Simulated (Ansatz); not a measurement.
# C4H8O: the cost of one run

All numbers below are computed with Ansatz 0.2.0 (RKS PBE-D4/def2-SVP).

### 1 Starting point

Bond lengths: O1–C2 1.375 Å, C2–C3 1.481 Å, C3–C4 1.549 Å, C3–C5 1.497 Å, C4–C5 1.545 Å, O1–H6 1.045 Å, C2–H7 1.109 Å, C2–H8 1.070 Å, C3–H9 1.152 Å, C4–H10 1.012 Å, C4–H11 1.099 Å, C5–H12 1.051 Å, C5–H13 1.105 Å. Angles (14 of 25 angles, heavy atoms first): O1–C2–C3 109.2°, C2–C3–C4 122.6°, C2–C3–C5 122.8°, C4–C3–C5 60.9°, C3–C4–C5 57.9°, C3–C5–C4 61.2°, O1–C2–H7 106.8°, O1–C2–H8 111.6°, C3–C2–H7 110.1°, C3–C2–H8 109.9°, C2–O1–H6 106.3°, C2–C3–H9 110.2°, C4–C3–H9 114.1°, C5–C3–H9 118.4°.

Coordinates:

```xyz
13

O    -1.4194   -0.3524    1.7251
C    -0.5246   -0.9194    0.8484
C     0.3664    0.1351    0.3115
C     1.1695   -0.0382   -1.0018
C     0.0081    0.9724   -0.8767
H    -1.9042    0.4088    1.1981
H     0.0661   -1.6584    1.4273
H    -1.0229   -1.4182    0.0440
H     0.9622    0.6252    1.1668
H     2.1199    0.3040   -1.0616
H     0.8731   -0.9368   -1.5614
H    -0.9188    0.7915   -1.3374
H     0.2450    2.0517   -0.8674
```

### 2 End point A

input.yaml reads:

```yaml
crystal:
  periodic: [false, false, false]
  atoms:
    - { symbol: O, position_ang: [-1.4194, -0.3524, 1.7251] }
    - { symbol: C, position_ang: [-0.5246, -0.9194, 0.8484] }
    - { symbol: C, position_ang: [0.3664, 0.1351, 0.3115] }
    - { symbol: C, position_ang: [1.1695, -0.0382, -1.0018] }
    - { symbol: C, position_ang: [0.0081, 0.9724, -0.8767] }
    - { symbol: H, position_ang: [-1.9042, 0.4088, 1.1981] }
    - { symbol: H, position_ang: [0.0661, -1.6584, 1.4273] }
    - { symbol: H, position_ang: [-1.0229, -1.4182, 0.044] }
    - { symbol: H, position_ang: [0.9622, 0.6252, 1.1668] }
    - { symbol: H, position_ang: [2.1199, 0.304, -1.0616] }
    - { symbol: H, position_ang: [0.8731, -0.9368, -1.5614] }
    - { symbol: H, position_ang: [-0.9188, 0.7915, -1.3374] }
    - { symbol: H, position_ang: [0.245, 2.0517, -0.8674] }
basis:
  gaussian: { orbitals: def2-SVP }
hamiltonian:
  xc: pbe
  dispersion: d4
relax:
  f_tol: 0.015
  max_steps: 40
```

Run with:

```console
ansatz run input.yaml --threads 2 --pin off --max-ram 3072MiB --backend cpu --events-out ev --progress --plain --runs-dir out
```

**Question.** How long does this run take on 2 threads of Intel Xeon Platinum 8488C (Sapphire Rapids), shared host, and how much memory does it need?

About 11 s, with a peak of 0.16 GiB.
